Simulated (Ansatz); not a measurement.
Redistribution: C4H9Cl + C2H4S → C4H10S + C2H3Cl

Gas-phase species: C4H9Cl (1-chloro-2-methylpropane) `CC(C)CCl`, singlet; C2H4S `C=CS`, singlet; C4H10S (isobutyl mercaptan) `CC(C)CS`, singlet; C2H3Cl `C=CCl`, singlet. The partners trade Cl for SH; both sit on C, so the bond types are kept.

Shapes, held fixed at every level: PBE0-D4/def2-TZVP. Flexible molecules stand in one conformer, not always the lowest. Programs: Ansatz 0.2.0. Electronic energies: no zero-point or thermal term.

| level | kind | ΔE (kJ/mol) | less CCSD(T)/CBS estimate |
| --- | --- | --- | --- |
| HF/def2-TZVPP | Hartree–Fock | +13.5 | +2.9 |
| B3LYP-D4/def2-TZVPP | global hybrid | +12.7 | +2.1 |
| wB97X-V/def2-TZVPP | range-separated hybrid | +10.8 | +0.2 |
| B2PLYP/def2-TZVPP | double hybrid | +12.6 | +2.0 |
| MP2/def2-TZVPP | perturbation theory | +10.0 | -0.6 |
| CCSD/def2-TZVPP | coupled cluster or CI | +10.2 | -0.4 |
| CCSD(T)/CBS estimate | coupled cluster or CI | +10.6 | 0.0 |

The highest level, CCSD(T)/CBS estimate, gives ΔE = +10.6 kJ/mol; the levels span +10.0 to +13.5. The column of differences is taken from that level and isn't an error. No measured value is set beside it here. The CBS estimate extrapolates MP2 from def2-TZVPP and def2-QZVPP and adds CCSD(T) − MP2 in the triple-zeta set, cores frozen.
